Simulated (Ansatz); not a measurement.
A nudged elastic band was laid between two geometries of C₂H₈N₂ (12 atoms, charge 0, multiplicity 1).

These are results of Ansatz, RKS PBE-D4/def2-SVPD, not measurements.

| Property | Result |
| --- | --- |
| movable images | 5 |
| climbing image | yes |
| spring | 5.0 eV/Å² |
| optimiser | quadratic models (default) |
| start path | IDPP |
| force threshold | 0.03 eV/Å |
| iteration limit | 60 |
| end points | relaxed |

Initial state:

```xyz
12
Properties=species:S:1:pos:R:3
C -1.403 0.103 -0.243
C -0.048 0.820 -0.205
N 0.996 0.203 0.617
N 1.234 -1.176 0.150
H -1.865 0.082 0.764
H -2.104 0.622 -0.926
H -1.285 -0.941 -0.586
H 0.359 0.918 -1.235
H -0.167 1.856 0.173
H 0.603 0.079 1.560
H 1.653 -1.057 -0.785
H 2.027 -1.507 0.715
```

Final state:

```xyz
12
Properties=species:S:1:pos:R:3
C -1.332 0.143 -0.433
C -0.001 0.877 -0.230
N 0.971 0.204 0.628
N 1.367 -1.054 0.103
H -1.856 -0.011 0.532
H -2.006 0.722 -1.095
H -1.168 -0.845 -0.906
H 0.491 1.043 -1.209
H -0.181 1.876 0.218
H 0.608 0.127 1.588
H 0.776 -1.835 0.418
H 2.331 -1.246 0.386
```

(1) What changes between the two ends?

(2) Give the energies along the band, and the barrier.

## Answers

(1) No bond is made or broken. The height of N4 over the plane of its neighbours goes from 0.48 to -0.36 Å.

(2) It converged. The highest image is number 0 of 0 to 6, 0.000 eV above the first end and 0.160 eV above the last; the last end lies 0.160 eV below the first. The highest image is an end point: on this band no image between the ends rises above it. A vibrational analysis next to that end finds imaginary modes (67i cm⁻¹), so it isn't a minimum. Between wells the path still climbs a hump at image 5, 0.03 eV above the well before it.

```
image  path coordinate (Å)  energy (eV)  height of N4 over the plane of its neighbours (Å)
    0                 0.00        0.000                                               0.48
    1                 0.18        0.000                                               0.48
    2                 0.86       -0.021                                               0.44
    3                 1.54       -0.128                                               0.38
    4                 2.23       -0.137                                               0.32
    5                 2.91       -0.107                                              -0.31
    6                 3.59       -0.160                                              -0.36
```

Run time: 56 s on 2 threads of AMD EPYC 9R45 96-Core Processor (Zen 5) (shared host), peak memory 0.18 GiB.
